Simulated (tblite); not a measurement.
Task: Give a GFN2-xTB geometry of InChI=1S/C4H3O/c5-4-2-1-3-4/h2H,3H2. (Doublet state.)

Result: 
```
atom  x, y, z in Å
O1     1.6807   -0.8122   -0.5936
C2     0.7094   -0.2829   -0.1361
C3     0.4711    1.0841    0.4114
C4    -0.8228    0.8734    0.1923
C5    -0.7890   -0.5985   -0.1447
H6     1.1038    1.8989    0.6925
H7    -1.1297   -1.2531    0.6525
H8    -1.2145   -0.9004   -1.0989
```

Orientation and origin are arbitrary. Atoms count from 1 in this order. The 4-membered ring C2–C3–C4–C5 has internal angles of 79.6° to 99.8° (sum 358°, against 360° for a flat polygon); it is slightly puckered (a soft mode that the optimisation may not have finished), 0.06 Å rms from its mean plane, widest ring torsion 10°. C2 (carbon bonded to 2 C and O) is almost planar (angles 134.5°, 132.5° and 92.0°, sum 358.9°, 0.08 Å off the plane of its three neighbours). C3 (carbon bonded to 2 C and H) is planar (angles 137.8°, 134.4° and 87.1°, sum 359.3°, 0.06 Å off the plane of its three neighbours). The C–C distances run from 1.329 Å (C3=C4, drawn double) to 1.531 Å (C2–C5, drawn single), a spread of 0.202 Å.

Bonds between heavy atoms (Å): O1=C2 1.197, C2–C3 1.492, C3=C4 1.329, C4–C5 1.510, C2–C5 1.531.

Computed geometry: GFN2-xTB, gas phase. This method treats the open shell by occupation alone, without spin polarisation.

Point group: near Cs, missed by 0.34 Å at most; the miss may be what the optimiser left on a soft mode. Its GFN2-xTB frequencies are all real (lowest 127 cm⁻¹). Torsions: O1–C2–C3–C4 160°, C3–C4–C5–C2 -10°, O1–C2–C5–C4 -160°.

One conformer stands for the species.
